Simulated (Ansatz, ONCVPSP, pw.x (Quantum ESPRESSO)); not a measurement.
## Equation-of-state test of one ONCV potential (boron)

B, optimised norm-conserving Vanderbilt (ONCV), made with ONCVPSP 4.0.1.1 (patched build) (PBEsol, scalar-relativistic). Core [He], reference 2s2 2p1. Waves: 2s: rc 1.65 bohr, ncon 4, nbas 7, qcut 3.9 1/bohr, 1 projector; 2p: rc 4.00 bohr, ncon 4, nbas 9, qcut 3 1/bohr, 2 projectors, debl 3.9 Ha; d scattering state at 0.29 Ha: rc 3.85 bohr, ncon 4, nbas 9, qcut 2.3 1/bohr, 3 projectors, debl 0.8 Ha. Local part: polynomial inside 1.60 bohr (lpopt 3, dvloc0 4 Ha). Core correction: Teter function, fcfact 2.5, rcfact 1.25.

Crystal test: fcc B in pw.x 7.5, no spin, 18³ k-points, Fermi–Dirac smearing 0.01 Ry, cutoffs 90/360 Ry. The reference is all-electron LAPW (Ansatz 0.2.0) with the same functional, mesh and smearing; V0 and B0 come from Birch–Murnaghan fits to the pressures at five volumes. Errors are pseudo minus all-electron; Δ is the rms difference of the E(V) curves that follow from these fits, minima aligned, over ±6 % about the mean V0. Mesh and smearing are coarse, so the numbers serve the comparison and aren't converged zero-temperature values; the lattice is a test structure that the element need not adopt.

All-electron: a0 = 2.856 Å (V0 = 5.83 Å³/atom), B0 = 278.7 GPa.

Task: How far does the potential miss the all-electron equation of state?

Result: converged, but broken (pressure over 100 GPa off). The pressure does not cross zero within the volumes sampled, so no fit is given. The largest radius (4.00 bohr) exceeds half the bond length (1.91 bohr), so the spheres overlap, which is one possible source of error among others. The pseudo pressure rises with volume over the whole range, a mechanical instability. A pressure error of this size marks a broken potential; the numbers have no physical meaning.

| V (Å³/atom) | P all-electron (GPa) | P pseudo (GPa) |
| --- | --- | --- |
| 5.544 | 15.12 | -161.74 |
| 5.690 | 6.84 | -156.82 |
| 5.836 | -0.51 | -152.49 |
| 5.982 | -7.04 | -148.73 |
| 6.128 | -12.83 | -145.47 |

Task: At the middle volume, how do free energy and pressure move when the wave cutoff is lowered (ecutrho kept at four times it)?

Result:

```csv
cutoff (Ry),shift of F (meV/atom),shift of P (GPa)
40,+21.9,-1.08
54,+13.3,-0.15
72,+4.9,-0.50
```

Input at the middle volume:

```
&control
  calculation='scf', prefix='x', pseudo_dir='./', outdir='./tmp', tstress=.true., disk_io='none'
/
&system
  ibrav=0, nat=1, ntyp=1, ecutwfc=90, ecutrho=360, nbnd=8,
  occupations='smearing', smearing='fd', degauss=0.01
/
&electrons
  conv_thr=1e-09, mixing_beta=0.4, electron_maxstep=70
/
ATOMIC_SPECIES
B 1.0 B.UPF
CELL_PARAMETERS angstrom
  0.00000000 1.42898750 1.42898750
  1.42898750 0.00000000 1.42898750
  1.42898750 1.42898750 0.00000000
ATOMIC_POSITIONS crystal
B 0.0000 0.0000 0.0000
K_POINTS automatic
18 18 18 0 0 0
```

```bash
pw.x < B.scf.in > B.scf.out
```

Lines of the output:

```
Message from routine setup:
     using ibrav=0 with symmetry is DISCOURAGED, use correct ibrav instead
     lattice parameter (alat)  =       3.8189  a.u.
     unit-cell volume          =      39.3833 (a.u.)^3
     number of electrons       =         3.00
     number of Kohn-Sham states=            8
     kinetic-energy cutoff     =      90.0000  Ry
     charge density cutoff     =     360.0000  Ry
     scf convergence threshold =      1.0E-09
     Exchange-correlation= PBESOL
     number of k points=   195  Fermi-Dirac smearing, width (Ry)=  0.0100
     iteration #  1     ecut=    90.00 Ry     beta= 0.40
     total energy              =      -5.73645888 Ry
     estimated scf accuracy    <       0.00746665 Ry
     iteration #  2     ecut=    90.00 Ry     beta= 0.40
     total energy              =      -5.73572057 Ry
     estimated scf accuracy    <       0.00257169 Ry
     iteration #  3     ecut=    90.00 Ry     beta= 0.40
     total energy              =      -5.73575164 Ry
     estimated scf accuracy    <       0.00000110 Ry
     iteration #  4     ecut=    90.00 Ry     beta= 0.40
     c_bands:  1 eigenvalues not converged
     total energy              =      -5.73575220 Ry
     estimated scf accuracy    <       0.00000001 Ry
     iteration #  5     ecut=    90.00 Ry     beta= 0.40
     total energy              =      -5.73575220 Ry
     estimated scf accuracy    <          3.0E-09 Ry
     iteration #  6     ecut=    90.00 Ry     beta= 0.40
     the Fermi energy is    13.5385 ev
!    total energy              =      -5.73575220 Ry
     estimated scf accuracy    <          1.8E-10 Ry
     smearing contrib. (-TS)   =      -0.00074693 Ry
     The total energy is F=E-TS. E is the sum of the following terms:
     one-electron contribution =       4.19804671 Ry
     hartree contribution      =       0.01113035 Ry
     xc contribution           =      -2.30386332 Ry
     ewald contribution        =      -7.64031901 Ry
     convergence has been achieved in   6 iterations
          total   stress  (Ry/bohr**3)                   (kbar)     P=    -1524.93
     Message from routine punch:
     Nothing written, as per user request (disk_io='none')
```

The run at the middle volume (195 k-points, 6 iterations) took about 9.3 s on one core of a shared host (Neoverse-V2, 96 threads, 742 GiB, load 85).
